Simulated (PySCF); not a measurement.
Compound: AlH2Et, C₂H₇Al.
Structure used (PBE0-D3(BJ)/def2-SVP), in Å, numbered top down from 1:
```xyz
10
C2H7Al angstrom
Al     0.7433    1.3850    0.5912
H      2.3386    1.3980    0.6126
H     -0.0295    2.7797    0.5359
C     -0.2414   -0.3194    0.5658
C     -0.4313   -0.8854   -0.8484
H     -1.2268   -0.1811    1.0450
H      0.2984   -1.0564    1.1873
H     -0.9761   -1.8442   -0.8409
H     -1.0064   -0.2022   -1.4957
H      0.5311   -1.0741   -1.3529
```

Theory: PBE0-D3(BJ)/def2-SVP geometry optimisation, gas phase (PySCF 2.14.0).

Take the most abundant isotopes and a rigid rotor. The values belong to one conformer.

(1) What are A, B and C (MHz)?

(2) Classify the top.

(3) Is it planar, by Δ = Ic − Ia − Ib?

(4) List the rotational levels J(Ka,Kc) to J = 5 (MHz).

(5) Which lines would a microwave search look for?

Answers

(1) Ia = 20.60, Ib = 107.47, Ic = 114.21 u·Å²; 505379 MHz·u·Å²/I gives A = 24538, B = 4703, C = 4425 MHz.

(2) A near-prolate asymmetric top: κ = (2 × 4703 − 24538 − 4425)/(24538 − 4425) = -0.97.

(3) Not planar: Δ = Ic − Ia − Ib = -13.85 u·Å². For a rigid frame Δ = −2 Σ m c², so Σ m c² = 6.93 u·Å² lies off the ab plane: 6.92 from hydrogen and 0.01 from heavier atoms. The atom farthest from that plane is 1.38 Å away.

(4) Above 0(0,0):
J = 1: 1(0,1) 9128, 1(1,1) 28963, 1(1,0) 29241
J = 2: 2(0,2) 27380, 2(1,2) 46941, 2(1,1) 47774, 2(2,1) 107281, 2(2,0) 107284
J = 3: 3(0,3) 54752, 3(1,3) 73906, 3(1,2) 75572, 3(2,2) 134664, 3(2,1) 134678, 3(3,1) 234537, 3(3,0) 234538
J = 4: 4(0,4) 91234, 4(1,4) 109856, 4(1,3) 112632, 4(2,3) 171172, 4(2,2) 171216, 4(3,2) 271054, 4(3,1) 271054, 4(4,1) 410869, 4(4,0) 410869
J = 5: 5(0,5) 136814, 5(1,5) 154788, 5(1,4) 158952, 5(2,4) 216804, 5(2,3) 216905, 5(3,3) 316702, 5(3,2) 316703, 5(4,2) 456514, 5(4,1) 456514, 5(5,1) 636278, 5(5,0) 636278

(5) The dipole components are |μa| = 0.72 D, |μb| = 0.42 D, |μc| = 0.01 D. Intensities carry the squares of the components, which stand as 1.00 : 0.34 : 0.00 (a : b : c). Some lines, for components of 0.1 D or more:

| type | branch | J(Ka,Kc) | MHz | lower level (cm⁻¹) |
| --- | --- | --- | --- | --- |
| a | Q | 2(1,1) ← 2(1,2) | 833 | 1.566 |
| a | Q | 3(1,2) ← 3(1,3) | 1666 | 2.465 |
| b | R | 3(0,3) ← 2(1,2) | 7811 | 1.566 |
| a | R | 2(1,2) ← 1(1,1) | 17978 | 0.966 |
| a | R | 2(1,1) ← 1(1,0) | 18533 | 0.975 |
| b | Q | 1(1,0) ← 1(0,1) | 20113 | 0.304 |
| b | Q | 2(1,1) ← 2(0,2) | 20394 | 0.913 |
| b | Q | 3(1,2) ← 3(0,3) | 20820 | 1.826 |
| a | R | 3(1,3) ← 2(1,2) | 26965 | 1.566 |
| a | R | 3(2,2) ← 2(2,1) | 27383 | 3.578 |
| a | R | 3(2,1) ← 2(2,0) | 27395 | 3.579 |
| a | R | 3(1,2) ← 2(1,1) | 27798 | 1.594 |
| b | R | 1(1,1) ← 0(0,0) | 28963 | 0.000 |
| b | R | 2(1,2) ← 1(0,1) | 37813 | 0.304 |
| b | Q | 2(2,0) ← 2(1,1) | 59510 | 1.594 |
| b | Q | 2(2,1) ← 2(1,2) | 60340 | 1.566 |
| b | R | 2(2,1) ← 1(1,0) | 78040 | 0.975 |
| b | R | 2(2,0) ← 1(1,1) | 78320 | 0.966 |
| b | R | 3(2,2) ← 2(1,1) | 86890 | 1.594 |
| b | R | 3(2,1) ← 2(1,2) | 87737 | 1.566 |
| b | Q | 3(3,0) ← 3(2,1) | 99859 | 4.492 |
| b | R | 3(3,1) ← 2(2,0) | 127254 | 3.579 |
| b | R | 3(3,0) ← 2(2,1) | 127257 | 3.578 |

No PBE0-D3(BJ)/def2-SVP frequencies stand behind this structure, so it isn't proved a minimum. These are rigid-rotor constants of the computed structure; measured ground-state constants (B0) also hold zero-point vibration. A rigid rotor knows nothing of internal rotation, which can split or shift real lines. Quadrupole hyperfine structure (27Al) is left out.
